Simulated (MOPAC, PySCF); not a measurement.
Noncovalent pair: H2O (SMILES O) (first 3 atoms) with H2O (SMILES O); geometry from A24 set.
(charge 0, multiplicity 1):
```xyz
6

O     -0.067     0.000     1.494
H      0.816     0.000     1.866
H      0.069     0.000     0.539
O      0.063     0.000    -1.423
H     -0.407    -0.760    -1.772
H     -0.407     0.760    -1.772
```

Counterpoise-corrected where a basis set is named; no monomer relaxation. Rows marked so take none.

Rows in 6-31G* carry no dispersion term and start afresh at each structure (6-31G* with six Cartesian d functions). MP2/6-31G* freezes PySCF's default core. The state that AM1 reach isn't checked.

Codes used: MOPAC for AM1 (differences of heats of formation); PySCF for 6-31G* rows. 

**Question.** Give the interaction energy at the level MP2/6-31G* (no counterpoise).

**Answer.** -7.1 kcal/mol

**Question.** Predict the interaction energy from AM1.

**Answer.** -2.9 kcal/mol

**Question.** Estimate the interaction energy that MP2/6-31G* returns for this input.

**Answer.** -5.3 kcal/mol
